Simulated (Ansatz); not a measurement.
# C₃H₂F₂O: up Jacob's ladder to CCSD(T)

Aim: compute C₃H₂F₂O with functionals from several rungs and with coupled cluster. The yardstick is the atomisation energy at the CCSD(T) limit.

Method: functionals in def2-TZVPP, the program's frozen cores in correlated methods; program: Ansatz 0.2.0, Gaussian basis.

The runs, in order: PBE-D4, r2SCAN-D4, PBE0-D4, B3LYP-D4, ωB97X-V, ωB97M-V, B2PLYP; CCSD(T)/def2-TZVPP; MP2/def2-QZVPP; extrapolation to the limit.

## Step 1: Structure used throughout

The geometry comes from an earlier relaxation with PBE0-D4/def2-TZVP; it is a stationary point, not always the lowest conformer.

SMILES `FC1(F)C=CO1`, 8 atoms, charge 0, spin multiplicity 1.

Atoms are counted from 1 here; the program's logs count them from 0.

Bond lengths: F1–C2 1.329 Å, C2–F3 1.329 Å, C2–C4 1.507 Å, C2–O6 1.440 Å, C4–C5 1.327 Å, C4–H7 1.075 Å, C5–O6 1.390 Å, C5–H8 1.080 Å. Angles: F1–C2–F3 107.4°, F1–C2–C4 118.4°, F1–C2–O6 110.8°, F3–C2–C4 118.4°, F3–C2–O6 110.8°, C4–C2–O6 89.5°, C2–C4–C5 85.2°, C2–C4–H7 135.9°, C5–C4–H7 138.9°, C4–C5–O6 99.7°, C4–C5–H8 140.0°, O6–C5–H8 120.4°, C2–O6–C5 85.6°.

## Step 2: PBE-D4 (GGA)

File in.yaml:

```yaml
crystal:
  periodic: [false, false, false]
  atoms:
    - {symbol: F, position_ang: [0.621516, -1.790614, 0.500709]}
    - {symbol: C, position_ang: [0.639638, -0.473964, 0.322495]}
    - {symbol: F, position_ang: [1.879450, -0.057787, 0.557681]}
    - {symbol: C, position_ang: [-0.096776, 0.099517, -0.860150]}
    - {symbol: C, position_ang: [-0.895814, 0.649795, 0.045146]}
    - {symbol: O, position_ang: [-0.295191, 0.175662, 1.205146]}
    - {symbol: H, position_ang: [0.009088, 0.057781, -1.928649]}
    - {symbol: H, position_ang: [-1.769811, 1.282409, 0.101822]}
basis:
  gaussian: {orbitals: def2-TZVPP}
hamiltonian: {xc: pbe, dispersion: d4}
output: {forces: true, orbitals: {seedname: orbitals}}
```

Launch:

```bash
$ ansatz run in.yaml --threads 4 --pin off --events-out ev --progress --plain --max-ram 10444MiB
```

After this run come: r2SCAN-D4 (meta-GGA); PBE0-D4 (hybrid); B3LYP-D4 (hybrid); ωB97X-V (range-separated); ωB97M-V (range-separated); B2PLYP (double hybrid); CCSD(T) in def2-TZVPP; MP2 in def2-QZVPP.

**Question.** What will the summary of the whole plan be? Wanted: atomisation energy, CCSD(T)/CBS; farthest; mean size of error, hybrid; mean size of error, range-separated; gap, smallest and largest; T1 diagnostic; triples share of the correlation energy.

The runs gave:

```
                               quantity                                 value
        atomisation energy, CCSD(T)/CBS                         3464.5 kJ/mol
 functionals within 17.3 kJ/mol (0.5 %)                              B3LYP-D4
                               farthest                PBE-D4 (+194.9 kJ/mol)
             mean size of error, hybrid                           34.2 kJ/mol
    mean size of error, range-separated                           23.5 kJ/mol
              gap, smallest and largest  4.47 eV (PBE-D4), 11.54 eV (ωB97X-V)
                          T1 diagnostic                                0.0134
triples share of the correlation energy                                 3.9 %
```

What this shows: PBE-D4 is off by +194.9 kJ/mol, about 24.4 kJ/mol a bond. Double hybrids carry the basis error of their MP2 part in triple zeta, and no dispersion term here, so their miss is partly the set-up's. The reference freezes the cores and leaves out relativity and excitations past (T), so misses under about 17.3 kJ/mol can't be ranked. Hartree-Fock recovers 67 % of the binding; the rest is correlation. Orbital gaps span 4.5 to 11.5 eV; exact exchange widens them.
